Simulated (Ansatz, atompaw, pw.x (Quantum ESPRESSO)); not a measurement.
## What a changed setting does to a pw.x run (bcc Bi)

Potential: PAW, atompaw 4.2.0.5, PBEsol; core [Xe] 4f14, reference 5d10 6s2 6p3; waves: 6s (bound): rc 1.95 bohr; 6s channel at -0.94 Ry: rc 1.95 bohr; 6p (bound): rc 2.80 bohr; 6p channel at 1.1 Ry: rc 2.80 bohr; 5d (bound): rc 1.90 bohr; 5d channel at 1.85 Ry: rc 2.80 bohr; local part: bessel scheme, radius 2.25 bohr; core correction: smooth core density matched at 2.65 bohr; augmentation: besselshape compensation charge, radius 2.75 bohr; PAW radius 2.80 bohr; waves and projectors: custom polynom2 7 10 vanderbiltortho.

The reference run (k-mesh 12³, cutoffs 170/900 Ry, Fermi–Dirac 0.01 Ry, mixing_beta 0.4, conv_thr 1e-9, no spin) gives 0.05 GPa at 30.035 Å³/atom, where all-electron LAPW gives -0.18 GPa. This run, with its own iteration cap, changes mixing_mode to local-TF.

```
&control
  calculation='scf', prefix='x', pseudo_dir='./', outdir='./tmp', tstress=.true., disk_io='none'
/
&system
  ibrav=0, nat=1, ntyp=1, ecutwfc=170, ecutrho=900, nbnd=15,
  occupations='smearing', smearing='fd', degauss=0.01
/
&electrons
  conv_thr=1e-09, mixing_beta=0.4, electron_maxstep=60, mixing_mode='local-TF'
/
ATOMIC_SPECIES
Bi 1.0 Bi.UPF
CELL_PARAMETERS angstrom
  -1.95819475 1.95819475 1.95819475
  1.95819475 -1.95819475 1.95819475
  1.95819475 1.95819475 -1.95819475
ATOMIC_POSITIONS crystal
Bi 0.0000 0.0000 0.0000
K_POINTS automatic
12 12 12 0 0 0
```

```bash
pw.x < Bi.scf.in > Bi.scf.out
```

**Question.** How does the run end?

**Answer.** It converges in 10 iterations; the free energy moves by +0.0 meV/atom and the pressure by -0.04 GPa. The result is that of the reference run.

```
Message from routine setup:
     using ibrav=0 with symmetry is DISCOURAGED, use correct ibrav instead
     lattice parameter (alat)  =       6.4094  a.u.
     unit-cell volume          =     202.6862 (a.u.)^3
     number of electrons       =        15.00
     number of Kohn-Sham states=           15
     kinetic-energy cutoff     =     170.0000  Ry
     charge density cutoff     =     900.0000  Ry
     scf convergence threshold =      1.0E-09
     Exchange-correlation= SLA PW PSX PSC
     number of k points=    72  Fermi-Dirac smearing, width (Ry)=  0.0100
     iteration #  1     ecut=   170.00 Ry     beta= 0.40
     total energy              =    -895.02282395 Ry
     estimated scf accuracy    <       0.00327468 Ry
     iteration #  2     ecut=   170.00 Ry     beta= 0.40
     total energy              =    -895.02628709 Ry
     estimated scf accuracy    <       0.00181333 Ry
     iteration #  3     ecut=   170.00 Ry     beta= 0.40
     total energy              =    -895.02735684 Ry
     estimated scf accuracy    <       0.00021687 Ry
     [... 4 iterations left out ...]
     iteration #  8     ecut=   170.00 Ry     beta= 0.40
     total energy              =    -895.02746215 Ry
     estimated scf accuracy    <          1.5E-09 Ry
     iteration #  9     ecut=   170.00 Ry     beta= 0.40
     total energy              =    -895.02746214 Ry
     estimated scf accuracy    <          5.0E-09 Ry
     iteration # 10     ecut=   170.00 Ry     beta= 0.40
     the Fermi energy is    13.3590 ev
!    total energy              =    -895.02746214 Ry
     estimated scf accuracy    <          1.2E-10 Ry
     smearing contrib. (-TS)   =      -0.00241201 Ry
     The total energy is F=E-TS. E is the sum of the following terms:
     one-electron contribution =     -38.82588973 Ry
     hartree contribution      =      23.25507537 Ry
     xc contribution           =     -15.03357551 Ry
     ewald contribution        =    -110.63885921 Ry
     one-center paw contrib.   =    -753.78180106 Ry
     convergence has been achieved in  10 iterations
          total   stress  (Ry/bohr**3)                   (kbar)     P=        0.16
     Message from routine punch:
     Nothing written, as per user request (disk_io='none')
```

The run took about 2.1 min on one core of a shared host (Intel(R) Xeon(R) Platinum 8488C, 96 threads, 744 GiB, load 43).
